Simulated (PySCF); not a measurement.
## Computed and published core binding energies of methyl formate

The experiment to reproduce (core binding energies): O 1s of O4 538.24 eV [1]; O 1s of O2 (atom 2) 539.64 eV [1]. Sources and the comparison follow the method.

Species: methyl formate, C2H4O2.
Structure used (PBE0-D3(BJ)/def2-TZVP), in Å, numbered top down from 1:
```
atom  x, y, z in Å
C1    -1.0084   -0.1103   -0.1132
O2     0.2514   -0.7631    0.0441
C3     1.3030    0.0464    0.1324
O4     1.2708    1.2412    0.0900
H5    -1.7486   -0.9037   -0.1789
H6    -1.0130    0.4953   -1.0201
H7    -1.2126    0.5344    0.7425
H8     2.2155   -0.5557    0.2499
```

The calculation used delta-SCF UKS SCAN, pcX-3 on the ionised atom, pcseg-2 elsewhere, spin-free X2C in PySCF. Binding energies are ΔSCF values: E(core-ionised, relaxed orbitals) − E(ground state) at a fixed geometry, referred to the vacuum level.

```json
{"atom": "O4", "environment": "ester carbonyl oxygen", "level": "O 1s", "this calculation (eV)": "538.22", "reference (eV)": "538.24", "difference (eV)": "-0.02", "source": "[1]"}
{"atom": "O2", "environment": "ester single-bonded oxygen", "level": "O 1s", "this calculation (eV)": "539.92", "reference (eV)": "539.64", "difference (eV)": "+0.28", "source": "[1]"}
```

[1] measured, gas; CORE65 (Golze, Keller, Rinke, J. Phys. Chem. Lett. 2020, 11, 1840), as tabulated in Jana, Herbert, J. Chem. Phys. 2023, 158, 094111, SI

How far is it from the measured entries?

Over the 2 different measured values (2 distinct lines) the mean signed difference is +0.13 eV, the mean unsigned one 0.15 eV and the largest 0.28 eV. The calculation is vertical and has no vibrational structure, and measured positions depend on the energy calibration.

What does the calculation give for the levels without a reference value here?

C1 C 1s 292.79 eV; C3 C 1s 294.94 eV.

Lowest listed C 1s: C1, bonded to O and 3 H. Highest, 2.15 eV above it: C3, bonded to O (double bond), O and H. Summing the Pauling electronegativity differences to the bonded atoms, each weighted by its formal bond order, gives -0.16 for the lowest site and +2.32 for the highest.

Lowest listed O 1s: O4, bonded to C (double bond). Highest, 1.70 eV above it: O2, bonded to 2 C. Summing the Pauling electronegativity differences to the bonded atoms, each weighted by its formal bond order, gives -1.78 for the lowest site and -1.78 for the highest; the sum is the same at every site.

Isolated species at its PBE0-D3(BJ)/def2-TZVP geometry (one conformer only).

On one thread, Arm Neoverse V1 (aarch64), on a shared host, this took 33 s and 0.87 GiB of memory at its peak.
